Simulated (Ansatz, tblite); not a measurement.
# Diborane 1,1-di F (B2H4F2): a ladder of methods and basis sets

How do method and basis change the picture of diborane 1,1-di F (B2H4F2) (singlet)?

Method: as each input shows; program: Ansatz 0.2.0, Gaussian basis.

The runs, in order: GFN1-xTB, GFN2-xTB, PBE-D4/def2-TZVP, r2SCAN-D4/def2-TZVP, HF/def2-TZVP, PBE-QIDH/def2-TZVP, B3LYP-D4/def2-TZVP, B2PLYP/def2-TZVP, revPBE-D4/def2-TZVP, B97M-V/def2-TZVP, BHLYP-D4/def2-TZVP, PBE-D4/def2-SVP, PBE0-D4/def2-SVP, HF/6-31G, B3LYP-D4/6-31G, PBE0-D4/def2-TZVPD, PBE-D4/def2-TZVPD, r2SCAN-D4/def2-TZVPD, CCSD(T)/def2-TZVPP, MP2/def2-TZVP, RPA/def2-TZVP.

### 1 The geometry

The geometry is that of the singlet, from an earlier relaxation (PBE-D4/def2-TZVP).

8 atoms, charge 0, spin multiplicity 1.

Bond lengths: B1–F2 1.340 Å, B1–F3 1.340 Å, B1–B5 1.771 Å, H4–B5 1.285 Å, B5–H6 1.195 Å, B5–H7 1.195 Å, B5–H8 1.285 Å. Angles: F2–B1–F3 118.7°, F2–B1–B5 120.6°, F3–B1–B5 120.6°, B1–B5–H4 51.9°, B1–B5–H6 117.8°, B1–B5–H7 117.8°, B1–B5–H8 51.9°, H4–B5–H6 106.7°, H4–B5–H7 106.7°, H4–B5–H8 103.8°, H6–B5–H7 124.4°, H6–B5–H8 106.7°, H7–B5–H8 106.7°.

PBE0-D4/def2-TZVP was run before; its log isn't repeated, and its numbers join the tables.

### 2 GFN1-xTB

Tight binding, by tblite at 300 K electronic temperature and without a spin-polarisation term:

```python
tblite.interface.Calculator('GFN1-xTB', numbers, positions, charge=0, uhf=0).singlepoint()
```

Energy -414.9795 eV, HOMO -13.10 eV, LUMO -5.71 eV; 0.003 s.

### 3 GFN2-xTB

Tight binding, by tblite at 300 K electronic temperature and without a spin-polarisation term:

```python
tblite.interface.Calculator('GFN2-xTB', numbers, positions, charge=0, uhf=0).singlepoint()
```

Energy -382.0762 eV, HOMO -12.14 eV, LUMO -5.71 eV; 0.002 s.

### 4 PBE-D4/def2-TZVP

start.molden holds the orbitals of an earlier run on this state, given as this run's starting guess.

Input file in.yaml:

```yaml
crystal:
  periodic: [false, false, false]
  atoms:
    - {symbol: B, position_ang: [0.526342, -0.605238, 0.354946]}
    - {symbol: F, position_ang: [1.333641, -1.345085, -0.416623]}
    - {symbol: F, position_ang: [0.538718, -0.807124, 1.679136]}
    - {symbol: H, position_ang: [0.669671, 0.762082, 0.058215]}
    - {symbol: B, position_ang: [-0.536447, 0.616651, -0.361665]}
    - {symbol: H, position_ang: [-1.235172, 1.247657, 0.373571]}
    - {symbol: H, position_ang: [-0.506705, 0.754806, -1.547832]}
    - {symbol: H, position_ang: [-0.790057, -0.623759, -0.139748]}
basis:
  gaussian: {orbitals: def2-TZVP, initial_orbitals: start.molden}
hamiltonian: {xc: pbe, dispersion: d4}
scf: {omitted_lower_state_checks: [starts]}
output: {orbitals: {seedname: orbitals}}
```

The run is started by

```sh
$ ansatz run in.yaml --threads 4 --pin off --events-out ev --progress --plain --max-ram 3916MiB
```

Further steps of the session: r2SCAN-D4/def2-TZVP; HF/def2-TZVP; PBE-QIDH/def2-TZVP; B3LYP-D4/def2-TZVP; B2PLYP/def2-TZVP; revPBE-D4/def2-TZVP; B97M-V/def2-TZVP; BHLYP-D4/def2-TZVP; PBE-D4/def2-SVP; PBE0-D4/def2-SVP; HF/6-31G; B3LYP-D4/6-31G; PBE0-D4/def2-TZVPD; PBE-D4/def2-TZVPD; r2SCAN-D4/def2-TZVPD; CCSD(T)/def2-TZVPP; MP2/def2-TZVP; RPA/def2-TZVP.

**Question.** What will the summary of the whole plan be? Wanted: gap in def2-TZVP, named functionals and Hartree-Fock, smallest and largest; correlation energy, CCSD(T)/def2-TZVPP; correlation energy, MP2/def2-TZVP; binding an atom, CCSD(T)/def2-TZVPP; PBE0 total energy, smallest basis above largest.

As calculated:

| quantity | value |
| --- | --- |
| gap in def2-TZVP, named functionals and Hartree-Fock, smallest and largest | 7.58 eV (PBE-D4), 16.93 eV (HF) |
| correlation energy, CCSD(T)/def2-TZVPP | -21.48 eV |
| correlation energy, MP2/def2-TZVP | -19.91 eV |
| binding an atom, CCSD(T)/def2-TZVPP | 3.789 eV |
| PBE0 total energy, smallest basis above largest | 8.15 eV (def2-SVP, def2-TZVPD) |

In words: Over the named functionals and Hartree-Fock in def2-TZVP the gap runs from 7.58 eV (PBE-D4) to 16.93 eV (HF); exact exchange widens it. A small miss in a minimal or small basis is a cancelling of errors, not accuracy. The functionals in def2-TZVP miss CCSD(T)/def2-TZVPP by -0.019 (BHLYP-D4) to +0.160 eV (PBE-D4) an atom. The reference is CCSD(T) in one finite basis, so it carries an error of its own, often a tenth of an eV or more, and near misses can't be ranked.
